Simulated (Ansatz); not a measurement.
# AlGa, singlet in cc-pVTZ: errors against full CI

Geometry: a PBE0/def2-TZVP stationary point for this spin. The triplet lies 0.2 eV lower here.

| atom | x (Å) | y (Å) | z (Å) |
| --- | --- | --- | --- |
| Al | 0.0000 | 0.0000 | 0.0000 |
| Ga | 0.0000 | 0.0000 | 3.0185 |

Basis cc-pVTZ; Ansatz 0.2.0. Correlated methods freeze the noble-gas cores and the filled d shells of p-block atoms, which leaves 6 electrons in 58 orbitals. Prefix R: restricted or restricted open-shell reference; prefix U: unrestricted. Active spaces: valence = (6e, 8o) chosen from the atoms' valence shells. No spin–orbit coupling is included, and no scalar relativity.

Full CI is exact within this basis and frozen core; it isn't the basis-set limit. The frozen core follows each run's orbitals, which can shift R against U totals by a few meV for light atoms and by up to 0.1 eV past Ca.

```
UHF ⟨S²⟩                          : 1.104
T1 diagnostic (RCCSD)             : 0.0171
largest doubles amplitude (RCCSD) : 0.102
```

```tsv
level	E − E(full CI) (mEh)	share of correlation (%)	wall time
RHF	134.17	0.00	–
RMP2	38.19	71.54	–
CISD	16.57	87.65	2.9 s
RCCSD	6.85	94.89	–
RCCSD(T)	2.08	98.45	5.5 s
BCCD(T)	2.07	98.46	3.8 s
RCCSDT	0.79	99.41	–
RCCSDT(Q)	0.24	99.82	12 s
RCCSDTQ	0.04	99.97	13 s (H100)
```

The correlation energy at full CI, counted from RHF, is -3.651 eV. That run took 43 s on 2 threads of AMD EPYC 7R13 with a shared H100 80 GB, shared host over 238,127,936 determinants.

Run but not shown, since their state or frozen core can't be matched to the reference's or they repeat it: UHF, UMP2, UCCSD, UCCSD(T), UCCSDT, UCCSDT(Q), CASSCF (valence space), NEVPT2 (valence space), MRCISD (valence space), MRCISD+Q (valence space).

Times hold each run's SCF and search for its determinant on a shared host, so for small cases they say little of a method's own cost; rows without a card ran on 1 thread of AMD EPYC 7R13.

Unrestricted levels hold only the spin's projection, and here they fall towards a lower state of higher spin.

The full-CI state has the irrep A1 of C2v, in the program's axes (one component, if the state is degenerate).

Natural occupations of full CI about the gap: 1.912 1.877 1.712 0.123 0.123 0.056 0.048 0.048 0.019 0.019; effectively unpaired electrons, Σ n²(2−n)², 0.47.
